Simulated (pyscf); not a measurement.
H₂P–PH₂ + hydrogen (H₂) → H₂P–PH₂ + hydrogen (H₂) (four-centre exchange; singlet surface; H–P, H–H broken, H–P, H–H formed). Single points on ωB97X-D3(BJ)/def2-SVP structures (PySCF, gas phase). Energies in kcal/mol from the separated reactants.

| level | barrier | reaction energy |
|---|---|---|
| ωB97X-D3(BJ)/def2-TZVP | 77.5 | 0.0 |
| PBE/def2-TZVP | [?] | 0.0 |
| r²SCAN/def2-TZVP | [?] | 0.0 |
| B3LYP-D3(BJ)/def2-TZVP | 73.3 | 0.0 |
| M06-2X/def2-TZVP | 78.6 | 0.0 |
| ωB97M-D3(BJ)/def2-TZVP | 75.5 | 0.0 |

Task: Fill in the missing entries.

Result: 
- PBE/def2-TZVP, barrier: 64.7
- r²SCAN/def2-TZVP, barrier: 69.7

The functionals in the table span 13.9 kcal/mol in this barrier, from PBE to M06-2X. From the product side, PH₂• + PH₂• + H₂ lies, by one bond made or cut, 13.3 kcal/mol under this saddle at ωB97M-D3(BJ)/def2-TZVP. The same reactants have a lower exit, to PH₂• + PH₂• + H₂ (no saddle counted: cutting one bond costs +62.2 kcal/mol at ωB97M-D3(BJ)/def2-TZVP, against +75.5 kcal/mol here). This is the saddle that the search found; another between the same sides may lie lower.
